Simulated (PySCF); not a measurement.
**Predicted spectroscopic data**

PySCF 2.14.0 with density-fitted response routines calculation with B3LYP/pcJ-1 coupling constants (spin–dipole term left out of most H,H and C,H couplings), NMR shieldings at PBE0/pcSseg-1/GIAO and PBE0-D3(BJ)/def2-SVP geometry; in vacuum, one computed conformer, fast rotation and ring inversion assumed for equivalent nuclei, no relativistic terms.

Scale: 1H, 13C against TMS (reference shieldings calculated alike). Multiplet labels drop J under 1 Hz and among equivalent protons, and merge close values. Unscaled 3J(H,H) run several per cent high. Shifts are as computed. Against solution values, carbons near 30 ppm lie about +2 ppm off and those near 130 ppm about +5 ppm. Of 1211 compounds with measured shifts, 218 miss one by over three times the rms of a fit or turn the order of signals round; such compounds aren't used in these exercises.

Compound 1 (C8H10). 1H NMR (500 MHz, computed): δ 6.49 (m, 2H), 6.29 (m, 2H), 6.27 (m, 2H), 5.50 (m, 2H), 5.42 (m, 2H). 13C{1H} NMR (computed): δ 145.4, 142.1, 140.9, 126.0. Structure: Octatetraene (SMILES C=C/C=C/C=C/C=C).

Compound 2 (C8H10). 1H NMR (500 MHz, computed): δ 7.42 (t, J = 8.4 Hz, 2H), 7.31 (t, J = 8.3 Hz, 1H), 7.30 (d, J = 8.5 Hz, 2H), 2.47 (q, J = 8.6 Hz, 2H), 1.14 (t, J = 8.6 Hz, 3H). 13C{1H} NMR (computed): δ 150.5, 134.1, 134.0, 131.3, 33.5, 21.3. Structure: `CCc1ccccc1`.
